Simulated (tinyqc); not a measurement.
Inside a calculation. Method: MP2 on RHF in the sto-3g basis, frozen core, for H2O, spin multiplicity 1. Computed by tinyqc, a small Python program that keeps every step (integrals from PySCF). Settings: charge = 0, multiplicity = 1, basis = sto-3g, method = RHF, frozen orbitals = 1, energy threshold = 1e-10, iteration cap = 52, orthogonalisation = symmetric, start = core, DIIS depth = 6. Command: `OMP_NUM_THREADS=1 python tinyqc.py 23096 23097 out.jsonl` (the two numbers bound the seeds that draw the settings). One thread of a shared host (Intel(R) Xeon(R) Processor @ 2.60GHz), about 0.1 s of CPU time with the checks. The early iterations of the SCF are left out here.

## One-electron integrals

Geometry (angstrom):
```
atom        x         y        z
O     0.00000   0.00000  0.00000
H     0.00000   0.74700  0.65100
H     0.00000  -0.82200  0.71700
```

Basis sto-3g: exponents (1/bohr^2) and contraction coefficients of normalised primitives:
```
element  l (shell)   exponent  coefficient
O            s (1)  130.70932      0.15433
O            s (1)   23.80886      0.53533
O            s (1)    6.44361      0.44463
O            s (2)    5.03315     -0.09997
O            s (2)    1.16960      0.39951
O            s (2)    0.38039      0.70012
O            p (3)    5.03315      0.15592
O            p (3)    1.16960      0.60768
O            p (3)    0.38039      0.39196
H            s (1)    3.42525      0.15433
H            s (1)    0.62391      0.53533
H            s (1)    0.16886      0.44463
```

Overlap, kinetic and nuclear-attraction integrals over the contracted functions; the nuclear repulsion is the sum of Za Zb / Rab.

nuclear repulsion = 8.4905642 hartree

overlap S:
```
          1O 1s    1O 2s   1O 2px    1O 2py   1O 2pz    2H 1s     3H 1s
1O 1s   1.00000  0.23670  0.00000   0.00000  0.00000  0.04982   0.03926
1O 2s   0.23670  1.00000  0.00000   0.00000  0.00000  0.45298   0.39155
1O 2px  0.00000  0.00000  1.00000   0.00000  0.00000  0.00000   0.00000
1O 2py  0.00000  0.00000  0.00000   1.00000  0.00000  0.28762  -0.25938
1O 2pz  0.00000  0.00000  0.00000   0.00000  1.00000  0.25066   0.22625
2H 1s   0.04982  0.45298  0.00000   0.28762  0.25066  1.00000   0.23194
3H 1s   0.03926  0.39155  0.00000  -0.25938  0.22625  0.23194   1.00000
```

kinetic energy T (hartree):
```
           1O 1s     1O 2s   1O 2px    1O 2py   1O 2pz     2H 1s     3H 1s
1O 1s   29.00320  -0.16801  0.00000   0.00000  0.00000  -0.00463  -0.00825
1O 2s   -0.16801   0.80813  0.00000   0.00000  0.00000   0.11304   0.07367
1O 2px   0.00000   0.00000  2.52873   0.00000  0.00000   0.00000   0.00000
1O 2py   0.00000   0.00000  0.00000   2.52873  0.00000   0.19527  -0.14485
1O 2pz   0.00000   0.00000  0.00000   0.00000  2.52873   0.17017   0.12634
2H 1s   -0.00463   0.11304  0.00000   0.19527  0.17017   0.76003   0.00432
3H 1s   -0.00825   0.07367  0.00000  -0.14485  0.12634   0.00432   0.76003
```

nuclear attraction V (hartree):
```
            1O 1s      1O 2s    1O 2px     1O 2py     1O 2pz     2H 1s     3H 1s
1O 1s   -61.63765   -7.42433   0.00000   -0.00191   -0.01738  -1.60642  -1.26165
1O 2s    -7.42433  -10.06273   0.00000   -0.02004   -0.20912  -3.63370  -3.04644
1O 2px    0.00000    0.00000  -9.92032    0.00000    0.00000   0.00000   0.00000
1O 2py   -0.00191   -0.02004   0.00000  -10.03816   -0.01176  -2.05012   1.77051
1O 2pz   -0.01738   -0.20912   0.00000   -0.01176  -10.00988  -1.85324  -1.60804
2H 1s    -1.60642   -3.63370   0.00000   -2.05012   -1.85324  -5.69894  -1.39718
3H 1s    -1.26165   -3.04644   0.00000    1.77051   -1.60804  -1.39718  -5.36028
```

core Hamiltonian H = T + V (hartree):
```
            1O 1s     1O 2s    1O 2px    1O 2py    1O 2pz     2H 1s     3H 1s
1O 1s   -32.63445  -7.59234   0.00000  -0.00191  -0.01738  -1.61105  -1.26990
1O 2s    -7.59234  -9.25460   0.00000  -0.02004  -0.20912  -3.52066  -2.97277
1O 2px    0.00000   0.00000  -7.39159   0.00000   0.00000   0.00000   0.00000
1O 2py   -0.00191  -0.02004   0.00000  -7.50942  -0.01176  -1.85486   1.62567
1O 2pz   -0.01738  -0.20912   0.00000  -0.01176  -7.48115  -1.68307  -1.48170
2H 1s    -1.61105  -3.52066   0.00000  -1.85486  -1.68307  -4.93890  -1.39286
3H 1s    -1.26990  -2.97277   0.00000   1.62567  -1.48170  -1.39286  -4.60024
```

## Two-electron integrals

Functions are numbered as in S; the eight-fold symmetry (ij|kl) = (ji|kl) = (kl|ij) leaves the list below.

Two-electron integrals (ij|kl) in chemists' order, unique and non-zero (hartree):
```
(11|11) 4.78507    (21|11) 0.74138    (21|21) 0.13687    (22|11) 1.11895
(22|21) 0.25663    (22|22) 0.81721    (31|31) 0.02448    (32|31) 0.03781
(32|32) 0.18052    (33|11) 1.11581    (33|21) 0.25668    (33|22) 0.81702
(33|33) 0.88016    (41|41) 0.02448    (42|41) 0.03781    (42|42) 0.18052
(43|43) 0.04744    (44|11) 1.11581    (44|21) 0.25668    (44|22) 0.81702
(44|33) 0.78527    (44|44) 0.88016    (51|51) 0.02448    (52|51) 0.03781
(52|52) 0.18052    (53|53) 0.04744    (54|54) 0.04744    (55|11) 1.11581
(55|21) 0.25668    (55|22) 0.81702    (55|33) 0.78527    (55|44) 0.78527
(55|55) 0.88016    (61|11) 0.15842    (61|21) 0.02900    (61|22) 0.05400
(61|33) 0.05390    (61|41) 0.00101    (61|42) 0.00189    (61|44) 0.05408
(61|51) 0.00088    (61|52) 0.00164    (61|54) 0.00016    (61|55) 0.05404
(61|61) 0.00622    (62|11) 0.38073    (62|21) 0.08840    (62|22) 0.31110
(62|33) 0.30586    (62|41) 0.00500    (62|42) 0.03798    (62|44) 0.31463
(62|51) 0.00435    (62|52) 0.03310    (62|54) 0.00765    (62|55) 0.31252
(62|61) 0.01908    (62|62) 0.14594    (63|31) 0.00931    (63|32) 0.05397
(63|43) 0.00792    (63|53) 0.00690    (63|63) 0.02094    (64|11) 0.20519
(64|21) 0.04826    (64|22) 0.18139    (64|33) 0.17313    (64|41) 0.01170
(64|42) 0.07497    (64|44) 0.19392    (64|51) 0.00209    (64|52) 0.01830
(64|54) 0.01122    (64|55) 0.17690    (64|61) 0.01089    (64|62) 0.10335
(64|64) 0.09330    (65|11) 0.17882    (65|21) 0.04206    (65|22) 0.15807
(65|33) 0.15088    (65|41) 0.00209    (65|42) 0.01830    (65|44) 0.15520
(65|51) 0.01112    (65|52) 0.06992    (65|54) 0.01168    (65|55) 0.16796
(65|61) 0.00949    (65|62) 0.09007    (65|64) 0.06306    (65|65) 0.07589
(66|11) 0.51641    (66|21) 0.12185    (66|22) 0.49132    (66|33) 0.47138
(66|41) 0.00902    (66|42) 0.09415    (66|44) 0.50502    (66|51) 0.00786
(66|52) 0.08205    (66|54) 0.02932    (66|55) 0.49693    (66|61) 0.02655
(66|62) 0.28851    (66|64) 0.23331    (66|65) 0.20332    (66|66) 0.77461
(71|11) 0.12452    (71|21) 0.02281    (71|22) 0.04254    (71|33) 0.04245
(71|41) -0.00079   (71|42) -0.00149   (71|44) 0.04260    (71|51) 0.00069
(71|52) 0.00130    (71|54) -0.00013   (71|55) 0.04257    (71|61) 0.00483
(71|62) 0.01460    (71|64) 0.00760    (71|65) 0.00726    (71|66) 0.02010
(71|71) 0.00385    (72|11) 0.31863    (72|21) 0.07406    (72|22) 0.26303
(72|33) 0.25844    (72|41) -0.00420   (72|42) -0.03277   (72|44) 0.26612
(72|51) 0.00366    (72|52) 0.02858    (72|54) -0.00670   (72|55) 0.26428
(72|61) 0.01553    (72|62) 0.10218    (72|64) 0.04943    (72|65) 0.06176
(72|66) 0.16881    (72|71) 0.01260    (72|72) 0.10694    (73|31) 0.00756
(73|32) 0.04469    (73|43) -0.00672   (73|53) 0.00586    (73|63) 0.01397
(73|73) 0.01483    (74|11) -0.17797   (74|21) -0.04188   (74|22) -0.15881
(74|33) -0.15169   (74|41) 0.00963    (74|42) 0.06330    (74|44) -0.16952
(74|51) -0.00181   (74|52) -0.01624   (74|54) 0.00969    (74|55) -0.15503
(74|61) -0.00840   (74|62) -0.05200   (74|64) -0.01163   (74|65) -0.03069
(74|66) -0.07621   (74|71) -0.00742   (74|72) -0.07845   (74|74) 0.07172
(75|11) 0.15524    (75|21) 0.03653    (75|22) 0.13852    (75|33) 0.13231
(75|41) -0.00181   (75|42) -0.01624   (75|44) 0.13615    (75|51) 0.00913
(75|52) 0.05885    (75|54) -0.01006   (75|55) 0.14695    (75|61) 0.00799
(75|62) 0.06329    (75|64) 0.03000    (75|65) 0.05165    (75|66) 0.11471
(75|71) 0.00648    (75|72) 0.06843    (75|74) -0.04962   (75|75) 0.05811
(76|11) 0.13749    (76|21) 0.03226    (76|22) 0.12453    (76|33) 0.12142
(76|41) -0.00005   (76|42) -0.00066   (76|44) 0.12364    (76|51) 0.00245
(76|52) 0.02273    (76|54) -0.00019   (76|55) 0.12839    (76|61) 0.00690
(76|62) 0.05880    (76|64) 0.03555    (76|65) 0.04092    (76|66) 0.12191
(76|71) 0.00544    (76|72) 0.05125    (76|74) -0.03281   (76|75) 0.03675
(76|76) 0.03007    (77|11) 0.47432    (77|21) 0.11203    (77|22) 0.45763
(77|33) 0.43954    (77|41) -0.00786   (77|42) -0.08574   (77|44) 0.47004
(77|51) 0.00686    (77|52) 0.07479    (77|54) -0.02660   (77|55) 0.46274
(77|61) 0.02346    (77|62) 0.18613    (77|64) 0.08010    (77|65) 0.12307
(77|66) 0.33172    (77|71) 0.01920    (77|72) 0.23962    (77|74) -0.20060
(77|75) 0.17498    (77|76) 0.12191    (77|77) 0.77461
```

## Orthogonalisation

S = U s U^T; symmetric (Loewdin) form X = U s^(-1/2) U^T, so that X^T S X = 1.

eigenvalues of S: 0.38345  0.49227  0.88081  1.00000  1.10404  1.28632  1.85311

X:
```
           1O 1s     1O 2s   1O 2px    1O 2py    1O 2pz     2H 1s     3H 1s
1O 1s    1.02385  -0.13931  0.00000  -0.00138  -0.00913   0.02145   0.01866
1O 2s   -0.13931   1.19096  0.00000   0.01956   0.09314  -0.28058  -0.21782
1O 2px   0.00000   0.00000  1.00000   0.00000   0.00000   0.00000   0.00000
1O 2py  -0.00138   0.01956  0.00000   1.08229   0.00933  -0.20567   0.17696
1O 2pz  -0.00913   0.09314  0.00000   0.00933   1.05134  -0.15198  -0.12414
2H 1s    0.02145  -0.28058  0.00000  -0.20567  -0.15198   1.18872  -0.08314
3H 1s    0.01866  -0.21782  0.00000   0.17696  -0.12414  -0.08314   1.13655
```

## Iteration 9 (converged): orbitals

converged F (hartree):
```
            1O 1s     1O 2s    1O 2px    1O 2py    1O 2pz     2H 1s     3H 1s
1O 1s   -20.25268  -5.16451   0.00000  -0.00197  -0.02731  -1.10481  -0.87244
1O 2s    -5.16451  -2.42876   0.00000  -0.02175  -0.10076  -0.96729  -0.81913
1O 2px    0.00000   0.00000  -0.39263   0.00000   0.00000   0.00000   0.00000
1O 2py   -0.00197  -0.02175   0.00000  -0.26488  -0.02478  -0.37724   0.34523
1O 2pz   -0.02731  -0.10076   0.00000  -0.02478  -0.30963  -0.37735  -0.34861
2H 1s    -1.10481  -0.96729   0.00000  -0.37724  -0.37735  -0.54151  -0.32966
3H 1s    -0.87244  -0.81913   0.00000   0.34523  -0.34861  -0.32966  -0.43120
```

Diagonalise F' = X^T F X, C = X C', fill 5 alpha and 5 beta electrons from the bottom; D = 2 C_occ C_occ^T. Each column has its largest component positive (the first on a tie).

F' = X^T F X (hartree):
```
           1         2         3         4         5         6         7
1  -19.87614  -2.68872   0.00000  -0.00236  -0.05631  -0.16288  -0.10098
2   -2.68872  -1.28594   0.00000   0.01299   0.11280  -0.49288  -0.40034
3    0.00000   0.00000  -0.39263   0.00000   0.00000   0.00000   0.00000
4   -0.00236   0.01299   0.00000  -0.02245  -0.00482  -0.44005   0.40370
5   -0.05631   0.11280   0.00000  -0.00482  -0.15442  -0.34903  -0.30981
6   -0.16288  -0.49288   0.00000  -0.44005  -0.34903   0.00542  -0.09376
7   -0.10098  -0.40034   0.00000   0.40370  -0.30981  -0.09376  -0.01686
```

orbital energies (hartree): MO1 -20.26116, MO2 -1.23915, MO3 -0.56615, MO4 -0.45703, MO5 -0.39263, MO6 0.52004, MO7 0.65306

coefficients C:
```
             MO1       MO2       MO3       MO4      MO5       MO6       MO7
1O 1s    0.99433  -0.23575   0.01988   0.10004  0.00000   0.10596   0.05173
1O 2s    0.02498   0.86119  -0.10602  -0.51377  0.00000  -0.65648  -0.35300
1O 2px   0.00000   0.00000   0.00000   0.00000  1.00000   0.00000   0.00000
1O 2py   0.00056   0.02186   0.61425  -0.06244  0.00000   0.34406  -0.86336
1O 2pz   0.00378   0.10881   0.08015   0.73539  0.00000  -0.70517  -0.31037
2H 1s   -0.00565   0.16778   0.46752   0.26134  0.00000   0.40042   1.04363
3H 1s   -0.00453   0.13290  -0.42896   0.36825  0.00000   0.93614  -0.42371
```

D after iteration 9:
```
           1O 1s     1O 2s   1O 2px    1O 2py    1O 2pz     2H 1s     3H 1s
1O 1s    2.10934  -0.46338  0.00000   0.00273   0.10653  -0.01947  -0.01503
1O 2s   -0.46338   2.03493  0.00000  -0.02841  -0.58503  -0.07897  -0.05876
1O 2px   0.00000   0.00000  2.00000   0.00000   0.00000   0.00000   0.00000
1O 2py   0.00273  -0.02841  0.00000   0.76336   0.01139   0.54905  -0.56717
1O 2pz   0.10653  -0.58503  0.00000   0.01139   1.11815   0.49579   0.50173
2H 1s   -0.01947  -0.07897  0.00000   0.54905   0.49579   0.63012  -0.16398
3H 1s   -0.01503  -0.05876  0.00000  -0.56717   0.50173  -0.16398   0.67459
```

## Convergence

Stop when the energy changes by less than 1e-10 hartree and every element of the error matrix X^T (F D S - S D F) X is below 3e-06.

Course of the cycle:
```
iteration  E (hartree)     change  largest element of the error matrix
1          -73.2558563          -                             6.30e-01
2          -74.8816784  -1.63e+00                             2.22e-01
3          -74.9536858  -7.20e-02                             4.07e-02
4          -74.9558334  -2.15e-03                             6.72e-03
5          -74.9559330  -9.97e-05                             1.98e-03
6          -74.9559451  -1.21e-05                             2.09e-04
7          -74.9559452  -8.93e-08                             1.18e-05
8          -74.9559452  -3.76e-10                             9.39e-07
9          -74.9559452  -1.49e-12                             1.02e-07
```

PySCF RHF in the same basis = -74.9559452 hartree

Converged in 9 iterations.

## Integrals over molecular orbitals

(pq|rs) = sum C_ip C_jq C_kr C_ls (ij|kl), one index at a time.

one-electron integrals over orbitals h = C^T H C (hartree):
```
           1         2         3         4         5         6         7
1  -32.61748   0.56151  -0.04627  -0.22644   0.00000  -0.24254  -0.11804
2    0.56151  -7.60745   0.05591   0.49503   0.00000   1.15340   0.58020
3   -0.04627   0.05591  -6.20472  -0.15593   0.00000  -0.62026   1.59011
4   -0.22644   0.49503  -0.15593  -6.70916   0.00000   1.22988   0.26667
5    0.00000   0.00000   0.00000   0.00000  -7.39159   0.00000   0.00000
6   -0.24254   1.15340  -0.62026   1.22988   0.00000  -5.39257   0.04882
7   -0.11804   0.58020   1.59011   0.26667   0.00000   0.04882  -5.49920
```

Two-electron integrals over orbitals (pq|rs), unique and non-zero (hartree); the lowest 1 orbital is frozen and left out:
```
(22|22) 0.72663    (32|22) 0.01057    (32|32) 0.13639    (33|22) 0.63331
(33|32) -0.00331   (33|33) 0.61661    (42|22) -0.01188   (42|32) 0.00319
(42|33) 0.00252    (42|42) 0.12625    (43|22) 0.01351    (43|32) 0.02117
(43|33) 0.01003    (43|42) -0.01799   (43|43) 0.05445    (44|22) 0.66083
(44|32) -0.01742   (44|33) 0.58235    (44|42) -0.09451   (44|43) 0.01494
(44|44) 0.72415    (52|52) 0.14700    (53|52) -0.00923   (53|53) 0.02875
(54|52) -0.04643   (54|53) 0.00517    (54|54) 0.05150    (55|22) 0.75019
(55|32) -0.01008   (55|33) 0.62013    (55|42) -0.07734   (55|43) 0.02078
(55|44) 0.70035    (55|55) 0.88016    (62|22) -0.12310   (62|32) 0.02055
(62|33) -0.07035   (62|42) -0.02858   (62|43) -0.01168   (62|44) -0.05893
(62|55) -0.13313   (62|62) 0.09145    (63|22) 0.05855    (63|32) 0.02406
(63|33) 0.03941    (63|42) -0.02686   (63|43) 0.03360    (63|44) 0.04012
(63|55) 0.07146    (63|62) -0.03302   (63|63) 0.07632    (64|22) -0.11464
(64|32) -0.02528   (64|33) -0.04970   (64|42) 0.05083    (64|43) -0.02036
(64|44) -0.12448   (64|55) -0.13772   (64|62) 0.04912    (64|63) -0.05425
(64|64) 0.09992    (65|52) -0.04833   (65|53) 0.01086    (65|54) -0.00394
(65|65) 0.03406    (66|22) 0.60135    (66|32) -0.05652   (66|33) 0.56325
(66|42) 0.04499    (66|43) -0.03826   (66|44) 0.56364    (66|55) 0.58882
(66|62) -0.08450   (66|63) -0.01839   (66|64) -0.02721   (66|66) 0.63735
(72|22) -0.06239   (72|32) -0.04099   (72|33) -0.02258   (72|42) 0.00043
(72|43) 0.03021    (72|44) -0.04089   (72|55) -0.06704   (72|62) 0.01473
(72|63) 0.01778    (72|64) 0.02852    (72|66) -0.04406   (72|72) 0.07252
(73|22) -0.13453   (73|32) 0.03129    (73|33) -0.08338   (73|42) 0.07410
(73|43) -0.00193   (73|44) -0.13703   (73|55) -0.18018   (73|62) 0.05572
(73|63) -0.02635   (73|64) 0.07594    (73|66) -0.06277   (73|72) 0.04088
(73|73) 0.14865    (74|22) -0.01857   (74|32) 0.06997    (74|33) -0.01359
(74|42) 0.00220    (74|43) 0.00229    (74|44) -0.03285   (74|55) -0.02873
(74|62) 0.02231    (74|63) 0.03050    (74|64) -0.00730   (74|66) -0.04946
(74|72) -0.00689   (74|73) 0.03954    (74|74) 0.06347    (75|52) -0.02379
(75|53) -0.02076   (75|54) 0.00229    (75|65) 0.00464    (75|75) 0.02640
(76|22) 0.00771    (76|32) 0.06383    (76|33) -0.00701   (76|42) 0.01872
(76|43) 0.03797    (76|44) -0.01987   (76|55) -0.00434   (76|62) -0.01270
(76|63) 0.03293    (76|64) -0.02282   (76|66) -0.04450   (76|72) 0.00359
(76|73) 0.03331    (76|74) 0.03410    (76|76) 0.06511    (77|22) 0.62110
(77|32) 0.06688    (77|33) 0.59485    (77|42) -0.00902   (77|43) 0.04190
(77|44) 0.57378    (77|55) 0.61132    (77|62) -0.06137   (77|63) 0.06995
(77|64) -0.06925   (77|66) 0.51394    (77|72) -0.02513   (77|73) -0.05546
(77|74) 0.03064    (77|76) 0.04680    (77|77) 0.65257
```

## Second-order Moller-Plesset energy

Hartree-Fock energy = -74.9559452 hartree

E2 = sum_ijab (ia|jb) [2 (ia|jb) - (ib|ja)] / (e_i + e_j - e_a - e_b) over occupied i, j and virtual a, b; the opposite-spin part is (ia|jb)^2 / denominator, the rest is same-spin, and SCS-MP2 scales them by 6/5 and 1/3.

Terms:
```
i  j  a  b   (ia|jb)   (ib|ja)  denominator       term
3  3  7  7   0.14865   0.14865     -2.43842   -0.00906
4  4  6  6   0.09992   0.09992     -1.95414   -0.00511
4  3  6  7   0.07594   0.03050     -2.19628   -0.00420
3  4  7  6   0.07594   0.03050     -2.19628   -0.00420
3  3  6  6   0.07632   0.07632     -2.17238   -0.00268
2  2  6  6   0.09145   0.09145     -3.51838   -0.00238
4  4  7  7   0.06347   0.06347     -2.22018   -0.00181
3  2  7  6   0.05572   0.01778     -2.97840   -0.00175
2  3  6  7   0.05572   0.01778     -2.97840   -0.00175
4  3  6  6  -0.05425  -0.05425     -2.06326   -0.00143
3  4  6  6  -0.05425  -0.05425     -2.06326   -0.00143
2  2  7  7   0.07252   0.07252     -3.78443   -0.00139
2  4  6  6   0.04912   0.04912     -2.73626   -0.00088
4  2  6  6   0.04912   0.04912     -2.73626   -0.00088
4  3  7  7   0.03954   0.03954     -2.32930   -0.00067
3  4  7  7   0.03954   0.03954     -2.32930   -0.00067
5  5  6  6   0.03406   0.03406     -1.82533   -0.00064
3  2  7  7   0.04088   0.04088     -3.11142   -0.00054
2  3  7  7   0.04088   0.04088     -3.11142   -0.00054
3  2  6  6  -0.03302  -0.03302     -2.84538   -0.00038
2  3  6  6  -0.03302  -0.03302     -2.84538   -0.00038
4  2  6  7   0.02852   0.02231     -2.86928   -0.00035
2  4  7  6   0.02852   0.02231     -2.86928   -0.00035
5  5  7  7   0.02640   0.02640     -2.09137   -0.00033
3  3  7  6  -0.02635  -0.02635     -2.30540   -0.00030
3  3  6  7  -0.02635  -0.02635     -2.30540   -0.00030
4  3  7  6   0.03050   0.07594     -2.19628    0.00021
3  4  6  7   0.03050   0.07594     -2.19628    0.00021
2  4  6  7   0.02231   0.02852     -2.86928   -0.00013
4  2  7  6   0.02231   0.02852     -2.86928   -0.00013
3  2  6  7   0.01778   0.05572     -2.97840    0.00012
2  3  7  6   0.01778   0.05572     -2.97840    0.00012
2  2  7  6   0.01473   0.01473     -3.65140   -0.00006
2  2  6  7   0.01473   0.01473     -3.65140   -0.00006
4  4  6  7  -0.00730  -0.00730     -2.08716  -2.55e-05
4  4  7  6  -0.00730  -0.00730     -2.08716  -2.55e-05
2  4  7  7  -0.00689  -0.00689     -3.00230  -1.58e-05
4  2  7  7  -0.00689  -0.00689     -3.00230  -1.58e-05
5  5  6  7   0.00464   0.00464     -1.95835  -1.10e-05
5  5  7  6   0.00464   0.00464     -1.95835  -1.10e-05
```

Pair energies (hartree; pair i-j sums ij and ji):
```
pair  opposite spin  same spin
2-2        -0.00389          0
3-2        -0.00414   -0.00097
3-3        -0.01235          0
4-2        -0.00271  -2.69e-05
4-3        -0.01029   -0.00188
4-4        -0.00697          0
5-5        -0.00099          0
```

MP2 correlation energy = -0.0442127 hartree

SCS-MP2 correlation energy = -0.0505644 hartree

MP2 total energy = -75.0001579 hartree
